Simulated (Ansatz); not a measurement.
## CHSi$_{2}$, doublet: reading a ladder of total energies

Geometry: displaced at random from a stationary point.

```xyz
4

C    -0.0180   -1.0440    0.0267
Si   -0.0188    0.2321    1.2293
Si    0.0291    0.2914   -1.2408
H    -0.0736   -2.1490    0.0027
```

Basis cc-pVDZ; Ansatz 0.2.0. Correlated methods freeze the noble-gas cores, which leaves 13 electrons in 44 orbitals. Prefix R: restricted or restricted open-shell reference; prefix U: unrestricted.

Full CI isn't at hand for all of this; UCCSDT(Q) serves as the reference, and is uncertain by about the last step of the cluster series.

Runs differ by some tens of microhartree through their thresholds and, for an open shell, their frozen cores, so steps under 0.03 kcal/mol mean nothing.

| level | total energy (hartree) |
| --- | --- |
| UHF | -616.213737 |
| UMP2 | -616.494010 |
| UCCSD | -616.526164 |
| UCCSD(T) | -616.542492 |
| UCCSDT | -616.543722 |
| UCCSDT(Q) | -616.545324 |

Question: What is the correlation energy at UCCSDT(Q), and what share of it do UMP2 and UCCSD recover?

Answer: E(corr) = -616.545324 − (-616.213737) = -0.331587 hartree = -9.023 eV. UMP2: -0.280273 / -0.331587 = 84.52 %. UCCSD: -0.312427 / -0.331587 = 94.22 %.

Question: By how many kcal/mol does UCCSD(T) miss UCCSDT(Q) (1 hartree = 627.509 kcal/mol), and which steps make up the rest?

Answer: -616.542492 − (-616.545324) = 0.002832 hartree = 1.78 kcal/mol. Steps: UCCSDT − UCCSD(T) = -0.77, UCCSDT(Q) − UCCSDT = -1.01 kcal/mol. Differences between like states or geometries often cancel part of this.
